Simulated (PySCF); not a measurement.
Partial charges of `C1CCSCC1`

Species: C5H10S.
Numbering: `[CH2:1]1[CH2:2][CH2:3][S:4][CH2:5][CH2:6]1` (hydrogens: H7, H8 on C1; H9, H10 on C2; H11, H12 on C3; H13, H14 on C5; H15, H16 on C6)

Geometry (PBE0-D3(BJ)/def2-SVP, Å), atoms numbered from 1 in this order:
```
atom  x, y, z in Å
C1    -0.0528   -1.1876    0.1593
C2    -1.3379   -0.4033   -0.0900
C3    -1.2547    1.0377    0.3905
S4     0.0596    1.9781   -0.4360
C5     1.4368    0.8583   -0.0564
C6     1.1738   -0.5707   -0.5069
H7     0.1235   -1.2546    1.2489
H8    -0.1805   -2.2234   -0.1939
H9    -2.1794   -0.9029    0.4202
H10   -1.5712   -0.4055   -1.1685
H11   -2.1861    1.5841    0.1785
H12   -1.0950    1.0772    1.4824
H13    1.6436    0.8950    1.0276
H14    2.3126    1.2841   -0.5689
H15    1.0453   -0.5800   -1.6028
H16    2.0625   -1.1857   -0.2838
```

Density: PBE0/pcSseg-1 (PySCF); schemes: Mulliken, IAO, Hirshfeld and ESP-fitted. One conformer (not necessarily the lowest) at the PBE0-D3(BJ)/def2-SVP geometry, without solvent, vibrations or thermal averaging.

Question: For which atoms does the sign change between the 4 schemes (beyond +0.03 e in one, beyond −0.03 e in another)?

Answer: C2, S4 and C6. Atomic charges aren't observables, and each scheme defines them in its own way.

Question: Do the Mulliken, IAO, Hirshfeld and ESP-fitted schemes agree on where the charge is lowest?

Answer: All schemes pick atoms of one kind: Mulliken C3 (-0.332); IAO C3 and C5 (-0.338); Hirshfeld C3 and C5 (-0.074); ESP-fitted C5 (-0.273).

Question: Tabulate the Mulliken, IAO, Hirshfeld and ESP-fitted charges.

Answer: In e:

| atom | environment | Mulliken | IAO | Hirshfeld | ESP-fitted |
| --- | --- | --- | --- | --- | --- |
| C1 | ring CH2 carbon | -0.233 | -0.251 | -0.068 | -0.033 |
| C2 | ring CH2 carbon | -0.217 | -0.254 | -0.072 | +0.059 |
| C3 | sp3 carbon bound to sulfur | -0.332 | -0.338 | -0.074 | -0.250 |
| S4 | sulfide sulfur | -0.020 | +0.059 | -0.022 | -0.223 |
| C5 | sp3 carbon bound to sulfur | -0.331 | -0.338 | -0.074 | -0.273 |
| C6 | ring CH2 carbon | -0.217 | -0.254 | -0.072 | +0.062 |
| H7 | methylene hydrogen | +0.111 | +0.121 | +0.033 | +0.042 |
| H8 | methylene hydrogen | +0.128 | +0.136 | +0.041 | +0.004 |
| H9 | methylene hydrogen | +0.126 | +0.135 | +0.041 | 0.000 |
| H10 | methylene hydrogen | +0.126 | +0.134 | +0.033 | +0.026 |
| H11 | methylene hydrogen | +0.159 | +0.156 | +0.046 | +0.161 |
| H12 | methylene hydrogen | +0.145 | +0.135 | +0.034 | +0.110 |
| H13 | methylene hydrogen | +0.145 | +0.135 | +0.034 | +0.121 |
| H14 | methylene hydrogen | +0.159 | +0.156 | +0.046 | +0.165 |
| H15 | methylene hydrogen | +0.126 | +0.134 | +0.033 | +0.030 |
| H16 | methylene hydrogen | +0.126 | +0.135 | +0.041 | 0.000 |

Mean size of the charges over all atoms: IAO 0.179 e, Mulliken 0.169 e, ESP-fitted 0.098 e, Hirshfeld 0.048 e. Each set sums to the total charge, 0, to within 0.001 e. The ESP scheme is a least-squares fit of atom-centred charges to the potential on four shells outside the van der Waals surface, with the total charge fixed.

Question: How closely do the schemes follow one another over all atoms?

Answer: Correlation coefficient and root-mean-square difference: Mulliken with IAO 0.99, 0.025 e; Mulliken with Hirshfeld 0.98, 0.136 e; IAO with Hirshfeld 0.98, 0.147 e; Mulliken with ESP-fitted 0.66, 0.141 e; Hirshfeld with ESP-fitted 0.59, 0.110 e; IAO with ESP-fitted 0.57, 0.162 e.

Question: Sum the charges by element, for elements with more than one atom.

Answer: 
```csv
element,atoms,Mulliken,IAO,Hirshfeld,ESP-fitted
C,5,-1.329,-1.435,-0.360,-0.436
H,10,+1.349,+1.376,+0.382,+0.660
```

Question: How many electrons does the IAO scheme count on C5?

Answer: Z − q = 6 − (-0.338) = 6.338.
